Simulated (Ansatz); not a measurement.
CH₃NOS₂, SMILES `NC1(O)SS1`, 8 atoms. The species carries charge 0 and has multiplicity 1. All runs use 2 threads of an Arm Neoverse V2 on a shared host. Correlated methods freeze the cores.

**Question.** Give the basis size and wall time and peak host memory of each of these runs in Ansatz. RKS CAM-B3LYP-D4/def2-TZVPP energy; RHF-MP2/def2-QZVPP energy; RKS B2PLYP (frozen core)/def2-TZVPP energy; RKS PBE0-D4/def2-TZVP frequencies; RKS PBE0-D4/def2-QZVPP energy; RKS ωB97M-V/def2-TZVPP energy and forces; direct RPA on PBE orbitals/def2-TZVPP energy; RKS PBE0-D4/def2-TZVP relaxation (9 steps); RKS PBE0-D4/def2-SVP energy; RKS ωB97M-V/def2-QZVPP energy; RKS HSE06 (plane-wave form)-D4/def2-TZVPP energy; RHF-CCSD(T)/def2-TZVPP energy. (An estimate is asked.)

**Answer.** The calculation gave: Other jobs shared the machine, so times are rough.

```
                                    level                   job  functions  wall time  peak host memory (GiB)
                     RKS PBE0-D4/def2-SVP                energy         93      1.4 s                    0.41
RKS HSE06 (plane-wave form)-D4/def2-TZVPP                energy        219        4 s                    0.55
              RKS CAM-B3LYP-D4/def2-TZVPP                energy        219      4.3 s                    0.58
    direct RPA on PBE orbitals/def2-TZVPP                energy        219        7 s                    0.53
      RKS B2PLYP (frozen core)/def2-TZVPP                energy        219        7 s                    0.54
                   RKS PBE0-D4/def2-QZVPP                energy        401       10 s                     1.2
                   RKS ωB97M-V/def2-TZVPP     energy and forces        219       15 s                    0.73
                       RHF-MP2/def2-QZVPP                energy        401       22 s                     2.1
                   RKS ωB97M-V/def2-QZVPP                energy        401       23 s                     1.5
                    RKS PBE0-D4/def2-TZVP  relaxation (9 steps)        185       43 s                    0.46
                   RHF-CCSD(T)/def2-TZVPP                energy        219      120 s                     3.3
                    RKS PBE0-D4/def2-TZVP           frequencies        185    2.4 min                    0.46
```
